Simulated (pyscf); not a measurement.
## Routes from HN=SiH–Cl + silane (SiH₄)

Candidate steps break at most two bonds and form at most two. Each was searched with GFN2-xTB (tblite) first. Single points on ωB97X-D3(BJ)/def2-SVP structures (PySCF, gas phase). Energies: ωB97M-D3(BJ)/def2-TZVP, kcal/mol, from the separated reactants, singlet surface; ΔG‡ with ideal gas, 1 atm, RRHO with modes under 100 cm⁻¹ raised to 100, one conformer, R ln 2 for chiral ones without a mode under 150 cm⁻¹.

```tsv
products	type	ΔE‡	ΔE	ΔG‡ 298 K	ΔG‡ 900 K	ν‡ (cm⁻¹)
H₃Si–NH–SiH₂–Cl	addition across a multiple bond or ene-type step	3.0	-65.8	14.5	35.3	300i
H₂N–SiH(SiH₃)–Cl	addition across a multiple bond or ene-type step	30.6	-51.6	39.7	58.5	1364i
H₃Si–N=SiH–Cl + H₂	four-centre exchange	38.5	-13.5	46.6	66.3	1297i
```

Row 1: On the reactant side the descent ends in a complex, 4.3 kcal/mol under the separated species and 4.3 kcal/mol under the saddle at ωB97X-D3(BJ)/def2-TZVP. 

Plain bond fissions and candidates not yet searched are not listed, and one of them may be faster. Each barrier is that of the saddle found; lower ones may exist.
